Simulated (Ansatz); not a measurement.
**BSiH6 (doublet): wave-function methods side by side at distance Si1–H5 along a hydrogen transfer = 1.713 Å, cc-pVDZ**

Aim: climb from Hartree-Fock through coupled cluster and multireference methods for BSiH6 (doublet) at one geometry and basis, and see what each rung misses.

The runs use Ansatz 0.2.0, Gaussian basis; cc-pVDZ, core rule «outside noble gas», up to 6 orbitals frozen.

The runs, in order: UHF; CCSD(T) on ROHF; CCSD(T) on UHF; BCCD(T) on ROHF; CISD; CCSDT(Q) on ROHF; CCSDT(Q) on UHF; CASSCF and MRCISD+Q, 3 electrons in 3 orbitals; CASSCF and NEVPT2, 3 electrons in 3 orbitals; CASSCF and MRCISD+Q, 9 electrons in 9 orbitals; CASSCF and NEVPT2, 9 electrons in 9 orbitals.

### Step 1. The system

The geometry derives from fragments relaxed apart (PBE0/def2-TZVP) and kept rigid, so it is no stationary point. A hydrogen atom is moved between rigid fragments.

8 atoms, charge 0, spin multiplicity 2.

Atoms are counted from 1 here; the program's logs count them from 0.

Bond lengths: Si1–H2 1.485 Å, Si1–H3 1.485 Å, Si1–H4 1.485 Å, Si1–H5 1.713 Å, H5–B6 1.262 Å, B6–H7 1.191 Å, B6–H8 1.191 Å. Angles: H2–Si1–H3 109.5°, H2–Si1–H4 109.5°, H2–Si1–H5 109.5°, H3–Si1–H4 109.5°, H3–Si1–H5 109.5°, H4–Si1–H5 109.5°, Si1–H5–B6 180.0°, H5–B6–H7 115.3°, H5–B6–H8 115.3°, H7–B6–H8 129.4°.

### Step 2. UHF

The input, in.yaml:

```yaml
crystal:
  periodic: [false, false, false]
  atoms:
    - {symbol: Si, position_ang: [-0.877009, 0.000000, 0.000000]}
    - {symbol: H, position_ang: [-1.371881, 1.399708, 0.000000]}
    - {symbol: H, position_ang: [-1.371880, -0.699854, 1.212183]}
    - {symbol: H, position_ang: [-1.371880, -0.699854, -1.212182]}
    - {symbol: H, position_ang: [0.835991, 0.000000, 0.000000]}
    - {symbol: B, position_ang: [2.097991, 0.000000, -0.000001]}
    - {symbol: H, position_ang: [2.607065, 0.000000, 1.077008]}
    - {symbol: H, position_ang: [2.607064, 0.000000, -1.077009]}
basis:
  gaussian: {orbitals: cc-pVDZ}
magnetization: {spin_polarized: true, initial_magnetization: 1}
hamiltonian: {xc: hf}
output: {orbitals: {seedname: orbitals}}
```

Started as:

```sh
$ ansatz run in.yaml --threads 1 --pin off --events-out ev --progress --plain --max-ram 4096MiB --backend cpu
```

After this run come: CCSD(T) on ROHF; CCSD(T) on UHF; BCCD(T) on ROHF; CISD; CCSDT(Q) on ROHF; CCSDT(Q) on UHF; CASSCF and MRCISD+Q, 3 electrons in 3 orbitals; CASSCF and NEVPT2, 3 electrons in 3 orbitals; CASSCF and MRCISD+Q, 9 electrons in 9 orbitals; CASSCF and NEVPT2, 9 electrons in 9 orbitals.

Q: Predict the results of all the runs planned. Wanted: UCCSDT(Q) below the RHF energy; RMP2 from UCCSDT(Q); UMP2 from UCCSDT(Q); RCCSD from UCCSDT(Q); RCCSD(T) from UCCSDT(Q); UCCSD(T) from UCCSDT(Q); RCCSDT(Q) from UCCSDT(Q); NEVPT2 pair from UCCSDT(Q); MRCISD+Q pair from UCCSDT(Q).

The runs gave:

| quantity | value |
| --- | --- |
| UCCSDT(Q) below the RHF energy | -7.0963 eV |
| RMP2 from UCCSDT(Q) | +148.1 kJ/mol |
| UMP2 from UCCSDT(Q) | +149.8 kJ/mol |
| RCCSD from UCCSDT(Q) | +16.8 kJ/mol |
| RCCSD(T) from UCCSDT(Q) | +3.4 kJ/mol |
| UCCSD(T) from UCCSDT(Q) | +3.4 kJ/mol |
| RCCSDT(Q) from UCCSDT(Q) | 0.0 kJ/mol |
| NEVPT2 pair from UCCSDT(Q) | +152.9 kJ/mol |
| MRCISD+Q pair from UCCSDT(Q) | +5.4 kJ/mol |
| NEVPT2 frontier from UCCSDT(Q) | +142.9 kJ/mol |
| levels within 1 kcal/mol (43 meV) | RCCSD(T), UCCSD(T), BCCD(T), RCCSDT, UCCSDT, RCCSDT(Q) |
| T1 diagnostic | 0.015 |

What this shows: RCCSD(T) lands +3.4 kJ/mol from the yardstick (0.5 % of the correlation energy). Of the multireference levels listed MRCISD+Q frontier comes nearest in total energy (+4.4 kJ/mol), which doesn't show that its space is the better one. These misses are within one basis, not against nature; the frozen cores of restricted and unrestricted runs differ, which can shift their rows.
